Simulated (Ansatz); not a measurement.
Basis-set extrapolation for `CC#CNC` (PBE0-D4/def2-TZVP geometry, frozen core, the Gaussian-basis code of Ansatz). Multiplicity 1, RHF reference.

```
                      def2-TZVPP   def2-QZVPP
                 HF  -210.002927  -210.012438
    MP2 correlation    -0.858654    -0.914922
CCSD(T) correlation    -0.933200      not run
```

Energies in hartree. Use E(X) = E(∞) + A·exp(−7.88·√X) for Hartree–Fock and E(X) = E(∞) + B·X^(−2.97) for correlation, with X = 3 and 4, and add CCSD(T) minus MP2 of the smaller set to the MP2 limit.

What is the CCSD(T) energy at the basis-set limit?

HF limit: -210.012438 + (-0.009511) × 0.13774 = -210.01375. MP2 limit: -0.914922 + (-0.056268) × 0.74074 = -0.95660. Higher-order term: -0.933200 − (-0.858654) = -0.07455. Total: -211.04490 hartree, 68.3 kcal/mol below CCSD(T)/def2-TZVPP.
